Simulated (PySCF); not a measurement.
# F2: from the state search to spectroscopic constants

Aim: find the lowest electronic state of F2, scan its bond at several levels of theory, and get bond length, wavenumber and dissociation energy from each curve.

Program: PySCF 2.14.0. Level of theory: F def2-SVPD, no relativity. These are calculated values, not measurements.

## (1) Input

The job is set up so:

```
atoms                         : F, F
charge                        : 0
basis                         : F def2-SVPD
Hamiltonian                   : no relativity
basis functions               : 46
electrons treated             : 18
masses in u                   : 18.9984, 18.9984
levels                        : PBE0, PBE, r²SCAN, BP86, LDA, M06-2X, HF, MP2, SCS-MP2, CCSD, CCSD(T)
grid                          : 80 radial by 434 angular points
occupations                   : held fixed by the projection of orbital angular momentum
dissociation limit            : F + F, each in its ground configuration
starting distance in angstrom : 1.230
values of 2S to try           : 0, 2
```

Started as:

```console
$ OMP_NUM_THREADS=1 python dia.py task.json out
```

The runs that follow: First curve: PBE0; Higher solutions at PBE0; PBE (GGA); r²SCAN; BP86 (GGA); LDA (local density); M06-2X (hybrid meta-GGA); RHF (mean field); Correlated methods on the Hartree–Fock reference.

Before running it: what results should come out? Wanted: for each run, Re; ωe; De.

**Answer**, as computed:

Lowest PBE0 solution found, without spin–orbit coupling: ¹Σg⁺ (singlet), closed shell. State 2 has its PBE0 minimum 1.55 eV higher. The other levels ran on the lowest alone.

| level | Re (Å) | ωe (cm⁻¹) | De (eV) |
| --- | --- | --- | --- |
| RHF | 1.331 | 1230 | -1.60 |
| RHF-MP2 | 1.418 | 933 | 1.44 |
| RHF-SCS-MP2 | 1.429 | 890 | 1.32 |
| RHF-CCSD | 1.418 | 918 | 1.02 |
| RHF-CCSD(T) | 1.442 | 819 | 1.25 |
| LDA | 1.384 | 1048 | 3.27 |
| PBE | 1.416 | 971 | 2.19 |
| BP86 | 1.418 | 971 | 2.17 |
| r²SCAN | 1.401 | 1017 | 1.57 |
| PBE0 | 1.378 | 1072 | 1.39 |
| M06-2X | 1.364 | 1140 | 1.32 |

De is counted to F + F in their ground configurations.

Differences from CCSD(T) in the same basis:

| level | Re (mÅ) | ωe (%) |
| --- | --- | --- |
| RHF | -111 | +50.2 |
| RHF-MP2 | -24 | +14.0 |
| RHF-SCS-MP2 | -13 | +8.7 |
| RHF-CCSD | -24 | +12.2 |
| LDA | -58 | +28.0 |
| PBE | -26 | +18.6 |
| BP86 | -24 | +18.6 |
| r²SCAN | -41 | +24.2 |
| PBE0 | -64 | +30.9 |
| M06-2X | -78 | +39.2 |

**Reading.** Judged by CCSD(T) in the same basis: best bond length RHF-SCS-MP2 (-13 mÅ), worst RHF (-111 mÅ); best wavenumber RHF-SCS-MP2 (+8.7 %), worst RHF (+50.2 %). Hartree–Fock makes the bond too short and too stiff against this reference, as it mostly does. CCSD(T) in a basis this small is itself some way from its limit, more so than the functionals. Among the levels with a De in the table, it runs from -1.60 eV (RHF) to 3.27 eV (LDA).

Correlated steps freeze 2 core orbitals. A negative De means that the minimum lies above the separated atoms at that level. At M06-2X the stretched side of the curve climbs above De, by a hump or because the determinant held fixed goes to a higher limit.
